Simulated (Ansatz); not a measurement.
A made-up structure of CH$_{6}$AlSi (charge +1), closed shell:

| atom | x (Å) | y (Å) | z (Å) |
| --- | --- | --- | --- |
| C1 | -0.8702 | 1.2476 | -0.8332 |
| Al2 | 0.5768 | -1.4810 | 1.3636 |
| Si3 | 0.6548 | 0.0892 | -0.6490 |
| H4 | -1.7952 | 0.6737 | -0.9414 |
| H5 | -0.7523 | 1.8796 | -1.7169 |
| H6 | -0.9849 | 1.8958 | 0.0405 |
| H7 | 1.8850 | -0.2053 | -1.2942 |
| H8 | 0.0185 | -2.8946 | 1.3815 |
| H9 | 1.1360 | -1.1982 | 2.7484 |

It is relaxed with PBE-D4/def2-SVP and then PBE0-D4/def2-TZVP (Ansatz 0.2.0). Atoms count as bonded within 1.22 times the sum of their covalent radii (H–H: 0.88 Å). The end point is not checked to be a true minimum.

(1) Does its bonding change? (Judge from chemistry; the calculation decides.)

Answers

(1) By the calculation: No: no bond forms or breaks.

Where it ends: The first stage lowers the energy by 0.87 eV in 5 steps. It ends as CH₆AlSi ([CH3][SiH][AlH2]), total charge +1:
```tsv
atom	x (Å)	y (Å)	z (Å)
C1	-0.8228	1.1944	-0.8201
Al2	0.5423	-1.7226	1.4672
Si3	0.5412	0.0861	-0.3070
H4	-1.7569	1.0435	-0.2814
H5	-0.9897	1.0636	-1.8983
H6	-0.4879	2.2341	-0.6994
H7	1.7610	0.3788	-1.1077
H8	0.1242	-3.1131	0.8767
H9	0.9572	-1.1580	2.8694
```

Labels in which every atom is bracketed show which atoms are joined, not bond orders.

For scale, one of the runs: PBE0-D4/def2-TZVP relaxation, 141 basis functions, launched by `ansatz run in.yaml --threads 2 --pin off --events-out ev --progress --plain --max-ram 4352MiB`. The run took about 85 s on 2 CPU threads of an Arm Neoverse V2 (shared host).
